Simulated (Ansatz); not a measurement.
The input, for Ansatz 0.2.0:

```yaml
crystal:
  periodic: [false, false, false]
  atoms:
    - {symbol: Ge, position_ang: [0.000000, -0.142838, 0.680081]}
    - {symbol: Na, position_ang: [0.000000, 0.388875, -2.162651]}
    - {symbol: H, position_ang: [0.000000, 1.424276, 0.315239]}
basis:
  gaussian: {orbitals: STO-3G}
correlation: {method: fic_nevpt4_sd, electrons: valence, active_space: {window: {electrons: 14, orbitals: 8}}}
scf: {lower_state_search: full}
```

```sh
$ ansatz run in.yaml --threads 1 --pin off --events-out ev --progress --plain --max-ram 2393MiB
```

Log:

```
269 factors; integrals over basis functions are off by at most 2.2e-4 eV
mean field evaluation 1: about -60191.5773 eV, gradient 1.1e1 eV
mean field evaluation 2: about -60191.5826 eV, gradient 1.1e1 eV
mean field evaluation 4: about -60191.9628 eV, gradient 7.0e-1 eV
mean field evaluation 8: about -60191.9668 eV, gradient 5.3e-4 eV
mean field -60191.96679054 eV, -2212.0139799718 hartree, gradient 1.9e-6 eV, S^2 0.000000; 0 other end points of the search recorded, 0 dependent functions left out; unrestricted orbitals would lower it
reference -60191.96679054 eV, -2212.0139799718 hartree; 22, 22 occupied and 6, 6 virtual orbitals, 269 factors
state -60192.36678386 eV, -2212.0286794553 hartree
state -60192.36678386 eV, -2212.0286794553 hartree; corrected -60194.16544331 eV, -2212.0947789707 hartree
WARN: 4 active orbitals are nearly empty or full. The corrections depend on them more than the energy does, and are more stable in an active space without them
Total energy: -60194.16544331 eV, -2212.0947789707 hartree
```

Ran on 1 thread of Arm Neoverse V1, shared host: 1.4 s wall, 0.2 GiB peak host memory.
